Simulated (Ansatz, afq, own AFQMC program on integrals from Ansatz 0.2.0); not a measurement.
AlH4, doublet: AFQMC among the cluster methods

```json
{"atom": "Al", "x (Å)": "-0.0906", "y (Å)": "0.0002", "z (Å)": "-0.2009"}
{"atom": "H", "x (Å)": "0.6789", "y (Å)": "0.0027", "z (Å)": "3.0045"}
{"atom": "H", "x (Å)": "-0.4797", "y (Å)": "-0.0135", "z (Å)": "2.9600"}
{"atom": "H", "x (Å)": "1.1095", "y (Å)": "2.0929", "z (Å)": "-0.2857"}
{"atom": "H", "x (Å)": "1.1160", "y (Å)": "-2.0881", "z (Å)": "-0.3015"}
```

Basis 6-31G. Noble-gas cores (and the filled d shells of Ga–Kr and In–Xe) are frozen. AFQMC by an in-house program on the Cholesky factors that Ansatz 0.2.0 writes for its CCSD(T) run. The CISD trial takes its coefficients from CCSD amplitudes. Released means that phaseless walkers are propagated on without the constraint, phases kept. Uncertainties: one standard error, sampling alone.

Determinant: ROHF, the one that the program's search chose, which needn't be the lowest solution. The geometry is a point of a scan.

Full CI on the same integrals is exact in this basis and with this determinant's frozen core.

Cautions: a spin-contaminated unrestricted determinant lies lower (UHF 710 meV lower, ⟨S²⟩ 1.10); the search met a lower determinant of the same kind, perhaps of another symmetry (241 meV lower); strong correlation (T1 0.052, weight of the determinant 0.81, largest double 0.14); the released energies are still falling, so no released level is given (meV from the phaseless value at times in 1/Eh: -6 ± 3 at 0.24, -7 ± 3 at 0.51, -16 ± 3 at 0.99, -24.8 ± 2.1 at 1.62, -27.5 ± 2.3 at 2.40); the ph-AFQMC/CISD walk drifts between its halves (3.0 errors).

```
T1 diagnostic                               : 0.0522
weight of the determinant in the CISD state : 0.811
size of the correlated space                : 7 electrons in 16 orbitals
```

| level | correlation energy (eV) |
| --- | --- |
| MP2 | -2.0354 |
| CCSD | -3.3653 |
| CCSD(T) | -3.4399 |

Problem. Estimate where full CI lies against CCSD(T) on the same integrals.

Solution. 3.7 kJ/mol below CCSD(T).

Reference: full CI, correlation energy -3.479 eV.

| level | E − E(reference) (kJ/mol) | share of correlation (%) |
| --- | --- | --- |
| CCSD(T) | 3.7 | 98.89 |
| CCSDT | 0.2 | 99.94 |
| CCSDT(Q) | 0.1 | 99.98 |
| CCSDTQ | 0.0 | 100.00 |
| ph-AFQMC/CISD | 4.7 ± 0.3 | 98.61 |

CCSDT and higher add their correlation energy to the determinant of the CCSD(T) run, since their own runs factorise the integrals more tightly (a shift of under 2 meV).
